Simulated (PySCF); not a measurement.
# Cl₂+: bond curves at several levels of theory

Aim: find the lowest electronic state of Cl₂+, scan its bond at several levels of theory, and get bond length, wavenumber and dissociation energy from each curve.

Method: Cl jorge-DZP-DKH, spin-free X2C with a Gaussian nucleus; program: PySCF 2.14.0.

**1. Set-up**

A driver script around PySCF takes these settings:

```json
{"atoms": "Cl, Cl", "charge": "1", "basis": "Cl jorge-DZP-DKH", "Hamiltonian": "spin-free X2C with a Gaussian nucleus", "basis functions": "48", "electrons treated": "33", "masses in u": "34.9689, 34.9689", "levels": "PBE0, PBE, r²SCAN, revPBE, TPSSh, PW91, CAM-B3LYP, HF, MP2, SCS-MP2, CCSD, CCSD(T)", "grid": "80 radial by 434 angular points", "occupations": "held fixed by the projection of orbital angular momentum", "dissociation limit": "Cl+ + Cl, each in its ground configuration", "starting distance in angstrom": "2.040", "values of 2S to try": "1, 3"}
```

Launch:

```
> OMP_NUM_THREADS=1 python dia.py task.json out
```

Further steps of the session: PBE0 along the bond; Excited determinants; PBE; r²SCAN (meta-GGA); revPBE (GGA); TPSSh (hybrid meta-GGA); PW91; CAM-B3LYP; UHF; MP2 and coupled cluster.

Q: Predict the outcome of this session. Wanted: for each run, Re; ωe; De.

**Answer**, as computed:

Lowest PBE0 solution found, without spin–orbit coupling: doublet, unpaired electrons π ↑. State 2 has its PBE0 minimum 1.92 eV higher. The other levels ran on the lowest alone.

```csv
level,Re (Å),ωe (cm⁻¹),De (eV)
UHF,1.891,728,1.23
UHF-MP2,1.944,610,3.15
UHF-SCS-MP2,1.945,611,2.98
UHF-CCSD,1.941,628,2.82
UHF-CCSD(T),1.955,598,3.03
PBE,1.955,596,4.27
revPBE,1.960,590,4.04
PW91,1.957,594,4.29
r²SCAN,1.938,620,3.92
TPSSh,1.940,619,3.83
PBE0,1.921,653,3.76
CAM-B3LYP,1.927,652,3.52
```

De is counted to Cl+ + Cl in their ground configurations.

Differences from CCSD(T) in the same basis:

```csv
level,Re (mÅ),ωe (%)
UHF,-64,+21.7
UHF-MP2,-11,+2.0
UHF-SCS-MP2,-10,+2.3
UHF-CCSD,-14,+5.1
PBE,0,-0.3
revPBE,+5,-1.4
PW91,+2,-0.7
r²SCAN,-17,+3.7
TPSSh,-15,+3.5
PBE0,-34,+9.2
CAM-B3LYP,-29,+9.1
```

In words: Judged by CCSD(T) in the same basis: best bond length PBE (0 mÅ), worst UHF (-64 mÅ); best wavenumber PBE (-0.3 %), worst UHF (+21.7 %). Hartree–Fock falls on the short and stiff side, its usual fault. CCSD(T) in a basis this small is itself some way from its limit, more so than the functionals. Among the levels with a De in the table, it runs from 1.23 eV (UHF) to 4.29 eV (PW91).

Correlated steps freeze 10 core orbitals. At UHF the stretched side of the curve climbs above De, by a hump or because the determinant held fixed goes to a higher limit.
